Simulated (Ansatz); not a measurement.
Worked example: correlation energy of SbH₂, quartet

Geometry: that of the SbH2⁻, triplet, kept fixed.

```xyz
3

Sb    0.0000    0.0000    0.0000
H     0.0000    0.0000   -2.1109
H     0.0000    0.0000    2.1109
```

Basis def2-TZVPD with its core potentials; Ansatz 0.2.0. Correlated methods freeze the noble-gas cores and the filled d shells of p-block atoms, which leaves 7 electrons in 65 orbitals. Prefix R: restricted or restricted open-shell reference; prefix U: unrestricted. No spin–orbit coupling is included; scalar relativity enters through the core potentials alone.

Full CI isn't at hand for all of this; UCCSDT(Q) serves as the reference, and is uncertain by about the last step of the cluster series.

Unrestricted rows (U) aren't spin-pure: their determinants' ⟨S²⟩ exceeds S(S+1) by up to 0.14, so they mix in states of higher spin.

Runs differ by some tens of microhartree through their thresholds and, for an open shell, their frozen cores, so steps under 0.03 kcal/mol mean nothing.

```
    level  total energy (hartree)
      UHF             -240.315390
     UMP2             -240.399250
    UCCSD             -240.428922
 UCCSD(T)             -240.433378
   UCCSDT             -240.434726
UCCSDT(Q)             -240.434901
```

Problem. What is the correlation energy at UCCSDT(Q), and what share of it do UMP2 and UCCSD recover?

Solution. E(corr) = -240.434901 − (-240.315390) = -0.119511 hartree = -3.252 eV. UMP2: -0.083860 / -0.119511 = 70.17 %. UCCSD: -0.113532 / -0.119511 = 95.00 %.

Problem. By how many kcal/mol does UCCSD(T) miss UCCSDT(Q) (1 hartree = 627.509 kcal/mol), and which steps make up the rest?

Solution. -240.433378 − (-240.434901) = 0.001523 hartree = 0.96 kcal/mol. Steps: UCCSDT − UCCSD(T) = -0.85, UCCSDT(Q) − UCCSDT = -0.11 kcal/mol. Differences between like states or geometries often cancel part of this.
